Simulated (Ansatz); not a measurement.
Molecular dynamics, step by step

CHO$_{2}$ (charge -1), singlet, PBE0-D4/def2-SVPD (Ansatz 0.2.0). Settings (timestep in fs, temperature in K; T counts 6 degrees of freedom):

```yaml
hamiltonian: {xc: pbe0, dispersion: d4}
md: {n_steps: 40, timestep: 0.75, temperature: 500, ensemble: nvt_nose_hoover, seed: 832, initial_velocities: maxwell_boltzmann}
```

Start:

```
4
angstrom
O 0.5258 -0.1781 -0.7449
H -0.3654 0.1229 -1.0260
C 0.4643 -0.1565 0.6745
O -0.6247 0.2118 1.0963
```

```json
{"step": "0", "time (fs)": "0.00", "potential energy less the start (meV)": "0.0", "kinetic energy (meV)": "129.3", "T (K)": "500"}
{"step": "2", "time (fs)": "1.50", "potential energy less the start (meV)": "36.9", "kinetic energy (meV)": "94.2", "T (K)": "364"}
{"step": "4", "time (fs)": "3.00", "potential energy less the start (meV)": "63.4", "kinetic energy (meV)": "68.5", "T (K)": "265"}
{"step": "6", "time (fs)": "4.50", "potential energy less the start (meV)": "36.9", "kinetic energy (meV)": "93.2", "T (K)": "360"}
{"step": "8", "time (fs)": "6.00", "potential energy less the start (meV)": "51.1", "kinetic energy (meV)": "78.8", "T (K)": "305"}
{"step": "10", "time (fs)": "7.50", "potential energy less the start (meV)": "97.0", "kinetic energy (meV)": "35.7", "T (K)": "138"}
{"step": "12", "time (fs)": "9.00", "potential energy less the start (meV)": "67.1", "kinetic energy (meV)": "62.5", "T (K)": "242"}
{"step": "14", "time (fs)": "10.50", "potential energy less the start (meV)": "85.6", "kinetic energy (meV)": "45.2", "T (K)": "175"}
{"step": "16", "time (fs)": "12.00", "potential energy less the start (meV)": "121.2", "kinetic energy (meV)": "11.1", "T (K)": "43"}
{"step": "18", "time (fs)": "13.50", "potential energy less the start (meV)": "92.5", "kinetic energy (meV)": "38.6", "T (K)": "149"}
{"step": "20", "time (fs)": "15.00", "potential energy less the start (meV)": "70.8", "kinetic energy (meV)": "59.1", "T (K)": "228"}
{"step": "22", "time (fs)": "16.50", "potential energy less the start (meV)": "100.1", "kinetic energy (meV)": "32.9", "T (K)": "127"}
{"step": "24", "time (fs)": "18.00", "potential energy less the start (meV)": "57.0", "kinetic energy (meV)": "73.6", "T (K)": "285"}
{"step": "26", "time (fs)": "19.50", "potential energy less the start (meV)": "41.7", "kinetic energy (meV)": "89.2", "T (K)": "345"}
{"step": "28", "time (fs)": "21.00", "potential energy less the start (meV)": "71.5", "kinetic energy (meV)": "61.6", "T (K)": "238"}
{"step": "30", "time (fs)": "22.50", "potential energy less the start (meV)": "50.4", "kinetic energy (meV)": "82.2", "T (K)": "318"}
{"step": "32", "time (fs)": "24.00", "potential energy less the start (meV)": "15.0", "kinetic energy (meV)": "116.2", "T (K)": "449"}
{"step": "34", "time (fs)": "25.50", "potential energy less the start (meV)": "46.3", "kinetic energy (meV)": "87.4", "T (K)": "338"}
{"step": "36", "time (fs)": "27.00", "potential energy less the start (meV)": "43.2", "kinetic energy (meV)": "90.4", "T (K)": "350"}
{"step": "38", "time (fs)": "28.50", "potential energy less the start (meV)": "23.2", "kinetic energy (meV)": "109.1", "T (K)": "422"}
{"step": "40", "time (fs)": "30.00", "potential energy less the start (meV)": "70.4", "kinetic energy (meV)": "64.3", "T (K)": "249"}
```

Step 8, positions (Å) and forces (eV/Å):

```csv
atom,x,y,z,Fx,Fy,Fz
O1,0.518,-0.166,-0.742,0.862,-0.463,0.390
H2,-0.405,0.034,-0.902,-0.948,0.392,-0.633
C3,0.474,-0.172,0.689,0.550,0.065,-0.193
O4,-0.622,0.217,1.074,-0.465,0.006,0.436
```

Step 12, positions (Å) and forces (eV/Å):

```
atom       x       y       z      Fx      Fy      Fz
  O1   0.513  -0.161  -0.738   0.759  -0.541   0.302
  H2  -0.425   0.005  -0.884  -0.627   0.363  -0.538
  C3   0.486  -0.180   0.693  -0.336   0.471  -0.231
  O4  -0.625   0.220   1.067   0.205  -0.293   0.466
```

Step 36, positions (Å) and forces (eV/Å):

```tsv
atom	x	y	z	Fx	Fy	Fz
O1	0.522	-0.184	-0.732	1.392	-0.416	-0.050
H2	-0.308	0.175	-1.021	-1.547	0.526	-0.555
C3	0.464	-0.149	0.657	0.628	-0.376	0.632
O4	-0.624	0.208	1.096	-0.474	0.267	-0.027
```

Last step (40):

O1  (0.533, -0.192, -0.739)
H2  (-0.343, 0.243, -1.056)
C3  (0.464, -0.143, 0.649)
O4  (-0.633, 0.209, 1.112)
(Å)

The run took about 25 s on 2 CPU threads of an Arm Neoverse V1 (shared host).
